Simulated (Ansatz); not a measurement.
H₂Al–PH₂⁺, doublet: the ladder up to UCCSDT(Q)

Geometry: that of the H2Al–PH2, singlet, kept fixed.

```xyz
6

Al   -0.0378    0.0000    1.2136
P     0.0900    0.0000   -1.1052
H    -0.0211   -1.3802    1.9955
H    -0.0211    1.3802    1.9955
H    -0.8560   -1.0483   -1.2577
H    -0.8560    1.0483   -1.2577
```

Basis cc-pVTZ; Ansatz 0.2.0. Correlated methods freeze the noble-gas cores, which leaves 11 electrons in 114 orbitals. R marks a restricted (for open shells ROHF) determinant, U an unrestricted one.

Full CI isn't at hand for all of this; UCCSDT(Q) serves as the reference, and is uncertain by about the last step of the cluster series. The frozen core follows each run's orbitals, which can shift R against U totals by a few meV.

The UHF ⟨S²⟩ is 0.772 and the T1 diagnostic (RCCSD) is 0.0329. The largest doubles amplitude (RCCSD) is 0.040 and the T1 diagnostic (UCCSD) is 0.0217.

```
   level  E − E(RHF) (eV)
     UHF          -0.1414
    RMP2          -5.7321
    UMP2          -5.7264
   RCCSD          -6.8943
   UCCSD          -6.8996
RCCSD(T)          -7.1146
UCCSD(T)          -7.1145
```

Question: Estimate how far UCCSDT(Q) in cc-pVTZ lies from RCCSD(T). The table doesn't fix it; the size of (T) and the diagnostics are the guide.

Answer: UCCSDT(Q) in cc-pVTZ lies 1.77 mEh below RCCSD(T), which is 22 % of the (T) step (-8.10 mEh). T1 is raised, but (T) still catches most of what CCSD lacks. The miss exceeds 1 kcal/mol.

The other levels:

```tsv
level	E − E(UCCSDT(Q)) (mEh)	share of correlation (%)	wall time
BCCD(T)	1.74	99.34	5.5 s (H100)
RCCSDT	0.37	99.86	–
UCCSDT	0.33	99.88	–
RCCSDT(Q)	0.05	99.98	73 s (H100)
```

The correlation energy at UCCSDT(Q), counted from RHF, is -7.163 eV. That run took 50 s on 2 threads of AMD EPYC 7R13 with a shared H100 80 GB, shared host.

Times hold each run's SCF and search for its determinant on a shared host, so for small cases they say little of a method's own cost.
